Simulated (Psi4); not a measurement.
# A Psi4 job on [BH2F2]− (SMILES F[BH2-]F)

Wanted: a geometry optimisation of [BH2F2]−.

Program for the calculation: Psi4 1.11.

2 further runs of the same task are left out: 1 that didn't finish, 1 set aside as unsound or not needed.

## Step 1: The structure to begin with

[BH2F2]−: 5 atoms, total charge -1, spin state singlet. As SMILES, `F[BH2-]F`. Geometry: relaxed at GFN2-xTB. The run starts from this shape.

Bond lengths: F1–B2 1.425 Å, B2–F3 1.425 Å, B2–H4 1.225 Å, B2–H5 1.225 Å. Angles: F1–B2–F3 107.4°, F1–B2–H4 109.0°, F1–B2–H5 109.1°, F3–B2–H4 109.0°, F3–B2–H5 109.1°, H4–B2–H5 113.0°.

## Step 2: The input as written

Contents of bf2h2.xyz:

```xyz
5
BF2H2
F     -1.176970     0.624500     0.383180
B      0.033530     0.014270    -0.056090
F      0.407580    -0.947330     0.926670
H     -0.171950    -0.560090    -1.118950
H      0.907810     0.868650    -0.134810
```

Contents of bf2h2.py:

```python
import psi4

psi4.set_memory(1600000000)
psi4.set_num_threads(1)
psi4.set_output_file('bf2h2.out', False)

with open('bf2h2.xyz') as f:
    atoms = ''.join(f.readlines()[2:])
geom = psi4.geometry('-1 1\n' + atoms + '')

psi4.set_options({
    'basis': '3-21G',
    'scf_type': 'pk',
    'dct_functional': 'dc-12',
    'geom_maxiter': 60,
    'g_convergence': 'qchem',
})

energy_value = psi4.optimize("dct")
print('E =', round(energy_value, 9))
print(geom.to_string(dtype='xyz', units='Angstrom'))
for k, v in sorted(psi4.core.scalar_variables().items()):
    print(f'{k:45s} {v:18.10f}')
```

Launch:

```bash
python bf2h2.py
```

bf2h2.out:

```text
Psi4 1.11 release

gradient() will perform analytic gradient computation.

   => Loading Basis Set <=

    Name: 3-21G
    Role: ORBITAL
    Keyword: BASIS

         ---------------------------------------------------------
                                   SCF
                              RHF Reference
                        1 Threads,   1525 MiB Core
         ---------------------------------------------------------

  ==> Geometry <==

    Molecular point group: c1
    Full point group: C1

    Geometry (in Angstrom), charge = -1, multiplicity = 1:

       Center              X                  Y                   Z               Mass
    ------------   -----------------  -----------------  -----------------  -----------------
         F           -0.912251166130     0.735534527607    -0.067685962751    18.998403162730
         B            0.298248833870     0.125304527607    -0.506955962751    11.009305360000
         F            0.672298833870    -0.836295472393     0.475804037249    18.998403162730
         H            0.092768833870    -0.449055472393    -1.569815962751     1.007825032230
         H            1.172528833870     0.979684527607    -0.585675962751     1.007825032230

  Running in c1 symmetry.

[... 75 lines left out ...]
                        Total Energy        Delta E     RMS |[F,P]|
[... 3 lines left out ...]
   @RHF iter   2:  -223.61658503334203   -3.46012e-02   6.53724e-03 DIIS/ADIIS
[... 2 lines left out ...]
   @RHF iter   5:  -223.62640282126867   -4.60029e-06   1.89835e-05 DIIS
[... 2 lines left out ...]
   @RHF iter   8:  -223.62640318465910   -1.58707e-10   3.51356e-08 DIIS
[... 2 lines left out ...]
   @RHF iter  11:  -223.62640318466046   -1.13687e-13   2.63796e-10 DIIS
[... 25 lines left out ...]
    Final Occupation by Irrep:
[... 10 lines left out ...]
    One-Electron Energy =                -449.6581529143894045
[... 16 lines left out ...]
 Dipole X            :         -1.3786177            1.1281114           -0.2505063
[... 22 lines left out ...]
 OEINTS: Overlap, kinetic, potential, dipole, and quadrupole integrals
[... 15 lines left out ...]
	*Total MP2 energy                 = -223.925742311736855
[... 6 lines left out ...]
	*=================================================================================*
	* Cycle  RMS [F, Kappa]   RMS Lambda Error   delta E        Total Energy     DIIS *
	*---------------------------------------------------------------------------------*
	* 1        1.642e-04         5.432e-04      3.530e-04   -223.925389314778727  S   *
	* 2        6.834e-05         1.662e-04     -1.868e-02   -223.944065251461950  S   *
	* 3        4.920e-05         5.091e-05      9.776e-03   -223.934288956970278  S   *
[... 12 lines of this table left out ...]
	* 16       4.104e-11         3.625e-11     -7.437e-10   -223.931942389469668  S/E *
	*=================================================================================*

	*   DC-12 SCF Energy                                 =    -223.306252584311892
	*   DC-12 Lambda Energy                              =      -0.625689805157768
	*   DC-12 Total Energy                               =    -223.931942389469668

	Orbital occupations:
		Doubly occupied orbitals
		   1A        1.9999     2A        1.9999     3A        1.9999     4A        1.9925
		   5A        1.9923     6A        1.9866     7A        1.9865     8A        1.9858
		   9A        1.9843    10A        1.9835    11A        1.9818    12A        1.9778
		  13A        1.9748

		Virtual orbitals
		  14A        0.0152    15A        0.0142    16A        0.0111    17A        0.0102
		  18A        0.0099    19A        0.0095    20A        0.0092    21A        0.0089
		  22A        0.0083    23A        0.0081    24A        0.0080    25A        0.0078
		  26A        0.0072    27A        0.0070    28A        0.0064    29A        0.0055
		  30A        0.0042    31A        0.0034

	total time  =          3 seconds =       0.05 minutes
```

On the terminal:

```text
Traceback (most recent call last):
  File "bf2h2.py", line 19, in <module>
    energy_value = psi4.optimize("dct")
RuntimeError: Density matrices, properties, and analytic gradients not implemented in DC-12 functional
```

It took 7.5 s on 1 thread of Intel Xeon Platinum 8259CL at 2.50GHz (Skylake/Cascade Lake), shared host; peak memory 0.21 GiB.

## Step 3: What went wrong

The program broke off before the end.

The telling line is `RuntimeError: Density matrices, properties, and analytic gradients not implemented in DC-12 functional`. The program turns down these settings as typed.
